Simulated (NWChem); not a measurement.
System: propane (C₃H₈); SMILES CCC

Input file for NWChem:

```
start job
memory heap 200 mb stack 900 mb global 1100 mb
geometry units angstroms noautoz
  C     -1.271095     0.000000     0.257139
  C      0.000000     0.000000    -0.578926
  C      1.271095     0.000000     0.257139
  H     -2.173992     0.000000    -0.372814
  H     -1.321209    -0.887508     0.909034
  H     -1.321209     0.887508     0.909034
  H      0.000000     0.879152    -1.246577
  H      0.000000    -0.879152    -1.246577
  H      2.173992     0.000000    -0.372814
  H      1.321209     0.887508     0.909034
  H      1.321209    -0.887508     0.909034
end
basis spherical
  * library cc-pvdz
end
dft
  xc b3lyp
  iterations 150
  mulliken
end
task dft energy
```

Output (shortened):

```
             Northwest Computational Chemistry Package (NWChem) 7.3.0
             --------------------------------------------------------

 C2V symmetry detected

                             Geometry "geometry" -> ""
                             -------------------------

 Output coordinates in angstroms (scale by  1.889725989 to convert to a.u.)

  No.       Tag          Charge          X              Y              Z
 ---- ---------------- ---------- -------------- -------------- --------------
    1 C                    6.0000    -1.27109500     0.00000000     0.25677492
    2 C                    6.0000     0.00000000     0.00000000    -0.57929008
    3 C                    6.0000     1.27109500     0.00000000     0.25677492
    4 H                    1.0000    -2.17399200     0.00000000    -0.37317808
    5 H                    1.0000    -1.32120900    -0.88750800     0.90866992
    6 H                    1.0000    -1.32120900     0.88750800     0.90866992
    7 H                    1.0000     0.00000000     0.87915200    -1.24694108
    8 H                    1.0000     0.00000000    -0.87915200    -1.24694108
    9 H                    1.0000     2.17399200     0.00000000    -0.37317808
   10 H                    1.0000     1.32120900     0.88750800     0.90866992
   11 H                    1.0000     1.32120900    -0.88750800     0.90866992

 Effective nuclear repulsion energy (a.u.)      82.3925873479

      Symmetry information
      --------------------

 Group name             C2v
 Group number             16
 Group order               4
 No. of unique centers     5

                                 NWChem DFT Module
                                 -----------------

 Summary of "ao basis" -> "ao basis" (spherical)
 ------------------------------------------------------------------------------
       Tag                 Description            Shells   Functions and Types
 ---------------- ------------------------------  ------  ---------------------
 C                          cc-pvdz                  6       14   3s2p1d
 H                          cc-pvdz                  3        5   2s1p

      Symmetry analysis of basis
      --------------------------

        a1         30
        a2         12
        b1         23
        b2         17

            General Information
            -------------------
          SCF calculation type: DFT
          Wavefunction type:  closed shell.
          No. of atoms     :    11
          No. of electrons :    26
           Alpha electrons :    13
            Beta electrons :    13
          Charge           :     0
          Spin multiplicity:     1
          Use of symmetry is: on ; symmetry adaption is: on
          Maximum number of iterations: 150
          AO basis - number of functions:    82
                     number of shells:    42
          Convergence on energy requested:  1.00D-06
          Convergence on density requested:  1.00D-05
          Convergence on gradient requested:  5.00D-04

              XC Information
              --------------
                         B3LYP Method XC Potential
                     Hartree-Fock (Exact) Exchange  0.200
                        Slater Exchange Functional  0.800 local
                    Becke 1988 Exchange Functional  0.720 non-local
              Lee-Yang-Parr Correlation Functional  0.810
                  VWN I RPA Correlation Functional  0.190 local

             Grid Information
             ----------------
          Grid used for XC integration:  medium
          Radial quadrature: Mura-Knowles
          Angular quadrature: Lebedev.
          Tag              B.-S. Rad. Rad. Pts. Rad. Cut. Ang. Pts.
          ---              ---------- --------- --------- ---------
          C                   0.70       49          10.0       434
          H                   0.35       45          11.0       434
          Grid pruning is: on
          Number of quadrature shells:   233
          Spatial weights used:  Erf1

      Superposition of Atomic Density Guess
      -------------------------------------

 Sum of atomic energies:        -116.99267034

      Non-variational initial energy
      ------------------------------

 Total energy =    -119.126349
 1-e energy   =    -317.682573
 2-e energy   =     116.163637
 HOMO         =      -0.389209
 LUMO         =       0.095235

      Symmetry analysis of molecular orbitals - initial
      -------------------------------------------------

  Numbering of irreducible representations:

     1 a1          2 a2          3 b1          4 b2

  Orbital symmetries:

     1 a1          2 b1          3 a1          4 a1          5 b1
     6 a1          7 b2          8 a1          9 b1         10 a2
    11 b1         12 a1         13 b2         14 a1         15 b1
    16 a1         17 b2         18 a1         19 b1         20 b2
    21 a2         22 a1         23 b1

     ---------------------------------------------
      Total Density - Mulliken Population Analysis
     ---------------------------------------------

    Atom       Charge   Shell Charges
 -----------   ------   -------------------------------------------------------
    1 C    6     6.26   2.00  0.72  0.44  2.03  1.02  0.04
    2 C    6     6.22   2.00  0.72  0.48  1.98  0.97  0.07
    3 C    6     6.26   2.00  0.72  0.44  2.03  1.02  0.04
    4 H    1     0.90   0.68  0.20  0.03
    5 H    1     0.91   0.68  0.20  0.03
    6 H    1     0.91   0.68  0.20  0.03
    7 H    1     0.91   0.69  0.20  0.03
    8 H    1     0.91   0.69  0.20  0.03
    9 H    1     0.90   0.68  0.20  0.03
   10 H    1     0.91   0.68  0.20  0.03
   11 H    1     0.91   0.68  0.20  0.03

[...]
```

Level: B3LYP/cc-pVDZ. The geometry was optimised at PBE0/def2-SVP. B3LYP is NWChem's, with the RPA form of VWN correlation.
